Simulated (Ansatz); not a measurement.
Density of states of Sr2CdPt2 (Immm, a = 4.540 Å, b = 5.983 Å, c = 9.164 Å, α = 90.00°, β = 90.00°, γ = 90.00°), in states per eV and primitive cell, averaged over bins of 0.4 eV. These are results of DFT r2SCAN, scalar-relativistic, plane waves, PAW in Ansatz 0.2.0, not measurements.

Settings: cutoff 500 eV, Γ-centred mesh 10×10×10 on the computed 5-atom cell, Gaussian smearing of 0.10 eV; no spin polarisation.

The cell is relaxed at this level. The states (both spins) are summed by tetrahedra on a 15×15×15 mesh at the self-consistent density. Energies are bin centres; the table starts no lower than −8 eV and ends at 6 eV, or lower where the solved bands end.

It is a metal at this level.

```tsv
E − E_F (eV)	total	Pt 5d	Sr 5s	Pt 6s	Cd 5s
-6.95	0.26	0.01	0.08	0.09	0.06
-6.55	0.59	0.03	0.15	0.21	0.16
-6.15	1.18	0.09	0.19	0.44	0.37
-5.75	1.58	0.21	0.15	0.61	0.52
-5.35	0.90	0.18	0.07	0.34	0.27
-4.95	1.26	0.51	0.06	0.17	0.48
-4.55	2.06	0.94	0.18	0.60	0.25
-4.15	2.48	1.34	0.16	0.68	0.18
-3.75	7.61	6.37	0.33	0.56	0.03
-3.35	10.88	9.13	0.50	0.70	0.09
-2.95	11.56	10.07	0.16	0.80	0.05
-2.55	8.86	7.90	0.16	0.38	0.07
-2.15	4.97	4.17	0.18	0.23	0.10
-1.75	4.27	3.55	0.18	0.17	0.14
-1.35	1.87	1.01	0.26	0.17	0.23
-0.95	1.47	0.52	0.41	0.17	0.16
-0.55	1.53	0.42	0.46	0.18	0.16
-0.15	2.03	0.38	0.68	0.20	0.16
0.25	2.07	0.28	0.55	0.18	0.13
0.65	2.93	0.32	0.52	0.20	0.11
1.05	3.06	0.38	0.34	0.28	0.08
1.45	3.78	0.20	0.26	0.13	0.05
1.85	3.48	0.21	0.15	0.17	0.03
2.25	3.14	0.16	0.12	0.13	0.02
2.65	2.63	0.12	0.08	0.10	0.02
3.05	3.70	0.15	0.09	0.07	0.03
3.45	2.46	0.09	0.03	0.03	0.02
3.85	1.89	0.06	0.02	0.02	0.01
4.25	0.90	0.03	0.01	0.02	0.02
4.65	2.97	0.05	0.06	0.06	0.04
5.05	3.92	0.06	0.08	0.07	0.05
5.45	4.72	0.07	0.12	0.13	0.15
```

The columns after the total are the main Löwdin projections on the occupied valence shells of the potentials; 2 others are left out. The rest of the total lies in those, in shells that are empty in the free atom, which aren't projected, and between the atoms.

Spin-orbit coupling is left out, which matters for the bands of heavy elements.

Cost: 1 run of about 7.8 core-minutes, on Arm Neoverse V1 (shared hosts).